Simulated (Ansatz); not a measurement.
Method: frozen-core CCSD(T)/cc-pVTZ // B3LYP-D3(BJ)/def2-TZVP (Ansatz, an electronic-structure program).

Ansatz 0.2 input:
```yaml
crystal:
  periodic: [false, false, false]
  atoms:
    - { symbol: O, position_ang: [-1.291071, 0.000011, 0.000004] }
    - { symbol: C, position_ang: [-0.135536, 0.000001, 0.0] }
    - { symbol: S, position_ang: [1.426609, -0.000012, -0.000005] }
basis:
  gaussian: { orbitals: cc-pVTZ }
correlation:
  method: ccsd_t
```

Output:

```
Functional definition: HF
567 factors; integrals over basis functions are off by at most 1.2e-3 eV
mean field evaluation 1: about -13885.2987 eV, gradient 3.0e1 eV
mean field evaluation 2: about -13885.3044 eV, gradient 3.0e1 eV
mean field evaluation 4: about -13887.0209 eV, gradient 2.4e0 eV
mean field evaluation 8: about -13887.0434 eV, gradient 4.8e-4 eV
mean field evaluation 16: about -13887.0349 eV, gradient 2.2e-1 eV
mean field -13887.04338440 eV, -510.3394314007 hartree, gradient 1.6e-6 eV, S^2 0.000000; 0 other end points of the search recorded, 0 dependent functions left out
7 core orbitals not correlated
reference -13887.04338440 eV, -510.3394314007 hartree; 8, 8 occupied and 79, 79 virtual orbitals, 567 factors
second order -14.84127066 eV of doubles, -0.00000000 eV of singles
cycle   1  -14.31286948 eV  change    5.3e-1 eV  update   1.2e-1
cycle   2  -14.81452248 eV  change   -5.0e-1 eV  update   4.5e-2
cycle   3  -14.93099661 eV  change   -1.2e-1 eV  update   1.8e-2
cycle   4  -14.91347632 eV  change    1.8e-2 eV  update   4.4e-3
cycle   5  -14.91249872 eV  change    9.8e-4 eV  update   1.6e-3
cycle   6  -14.91293338 eV  change   -4.3e-4 eV  update   6.2e-4
cycle   7  -14.91249922 eV  change    4.3e-4 eV  update   1.7e-4
cycle   8  -14.91245828 eV  change    4.1e-5 eV  update   7.1e-5
cycle   9  -14.91247141 eV  change   -1.3e-5 eV  update   2.2e-5
cycle  10  -14.91246643 eV  change    5.0e-6 eV  update   8.8e-6
perturbative correction -0.84643829 eV, -0.0311060336 hartree
Total energy: -13902.80228913 eV, -510.9185604677 hartree
```

Cost: very roughly 3 core-seconds.
